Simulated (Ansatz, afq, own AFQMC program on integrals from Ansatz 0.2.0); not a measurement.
## CH$_{2}$O, singlet → CH2O⁺, doublet

```xyz
4

O     0.0000    0.0000    0.5979
C     0.0000    0.0000   -0.5975
H     0.0000   -0.9400   -1.1855
H     0.0000    0.9400   -1.1855
```

Connectivity, by distances: O–CH2.

E(doublet, charge +1) − E(singlet, charge +0) at this geometry, on RHF and UHF determinants.

Basis cc-pVDZ. Noble-gas cores (and the filled d shells of Ga–Kr and In–Xe) are frozen. Integrals, coupled cluster, full CI and functionals: Ansatz 0.2.0; the random walks run on the same integrals in our own AFQMC program. ph-AFQMC/CISD is guided by a CISD state made of CCSD amplitudes; releasing the constraint for a short imaginary time cuts its bias at the price of noise, slowly where states lie close. ± is one standard error of the sampling. The errors of all members are added in quadrature.

No full CI on the walks' own integrals is used here; CCSDT(Q) serves as the reference and is uncertain by about the last step of the cluster series. Each member takes its own surest rung, up to full CI.

The best estimate is CCSD(T) at the basis-set limit (CBS: def2-TZVPP and def2-QZVPP, with their diffuse functions for anions and beside diffuse sets, CCSD(T) itself extrapolated) plus the step from CCSD(T) to CCSDT(Q) in cc-pVDZ. Rows without CBS are in cc-pVDZ, the functionals in def2-TZVP; B2PLYP and the wave-function rows carry a basis error of their own. Core correlation and relativity beyond core potentials are missing, and ± holds the sampling alone.

Cautions: CH₂O (singlet): the released energies are still falling, so no released level is given (meV from the phaseless value at times in 1/Eh: -3 ± 5 at 0.24, -3 ± 5 at 0.51, -3 ± 4 at 0.99, -14 ± 4 at 1.62, -17 ± 7 at 2.40); CH₂O⁺ (doublet): the released energies move by 1.5 errors or more from one time to the next, so no released level is given (meV from the phaseless value at times in 1/Eh: -4 ± 3 at 0.24, -4 ± 3 at 0.51, -6 ± 4 at 0.99, -10 ± 3 at 1.62, 3 ± 5 at 2.40).

Best estimate: 253.2 kcal/mol.

```csv
level,vertical ionization energy (kcal/mol),error against the best estimate (kcal/mol)
HF,215.9,-37.3
MP2,250.1,-3.1
CCSD,240.2,-13.1
CCSD(T),240.7,-12.5
CCSDT,240.4,-12.8
CCSDT(Q),240.5,-12.7
ph-AFQMC/CISD,240.6 ± 0.2,-12.6 ± 0.2
HF/CBS,218.2,-35.0
MP2/CBS,263.9,10.7
CCSD(T)/CBS,253.6,0.3
PBE,247.0,-6.2
r2SCAN,245.7,-7.5
PBE0,247.9,-5.4
B3LYP,250.5,-2.7
wB97M-V,249.4,-3.8
B2PLYP,250.4,-2.8
```

Correlation beyond CCSD(T) takes off 0.3 kcal/mol. Going to the basis-set limit adds 12.8 kcal/mol at CCSD(T). The perturbative (T) step is worth +0.6 kcal/mol. The functionals spread over 4.8 kcal/mol; B3LYP and B2PLYP come nearest and r2SCAN is 7.5 kcal/mol too low.

Best estimates are given only where the step beyond CCSD(T) is under 0.3 eV and no member's determinant is very poor (T1 over 0.05, or 0.07 for open shells, ⟨S²⟩ too high by 0.3, two states mixed), so the hardest cases are missing from such tables.

The functionals ran in a triple-zeta set and keep a basis error of their own, a few kJ/mol for each bond in atomization energies and more for double hybrids, so close places among them and the extrapolated levels can swap.

CCSDT and higher add their correlation energy to the determinant of the CCSD(T) run, since their own runs factorise the integrals more tightly (a shift of under 2 meV). Each member of a difference takes its own highest rung, so a best estimate needn't equal the limit plus the step of one row. A walk keeps the symmetry of its determinant, which the program's search chose and which needn't be the lowest solution, so a lower state of the same spin and another symmetry isn't excluded.
